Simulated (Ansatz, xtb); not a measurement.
# Ranking isomers of C5H5N

3 gas-phase structures of C5H5N, from a drawn sample of its isomers (lower ones may exist). Each was relaxed with GFN2-xTB:

A. `C=C/C=C\C#N`, a singlet
B. `C=CC(=C)C#N`, a singlet
C. `C=C/C=C/C#N`, a singlet

Task: Estimate their order in r2SCAN-D4/def2-SVP//GFN2-xTB energy at these geometries, lowest first.

Result: Calculated order at r2SCAN-D4/def2-SVP//GFN2-xTB: A (0.0), C (0.6), B (13.3) kJ/mol. Less than 1 kcal/mol parts A and C, so the order within that pair means little.

Energies above the lowest of each column, in kJ/mol; the last columns are at r2SCAN-D4/def2-SVP geometries:

```
structure  GFN2-xTB  HF/STO-3G  r2SCAN-D4/def2-SVP//GFN2-xTB  r2SCAN-D4/def2-SVP  CCSD(T)/def2-SVP + ΔMP2/def2-TZVPP
        A       0.7        1.0                           0.0                 0.0                                 0.0
        C       0.0        0.0                           0.6                 0.8                                 1.3
        B      10.9        7.5                          13.3                13.2                                 4.3
```

Every level run on A puts it lowest or level with the lowest. Flexible structures stand in one conformer each, not always the lowest. ΔMP2 is the change of the MP2 energy from the smaller to the larger basis.

Programs: Ansatz 0.2.0, xtb 6.7.1.
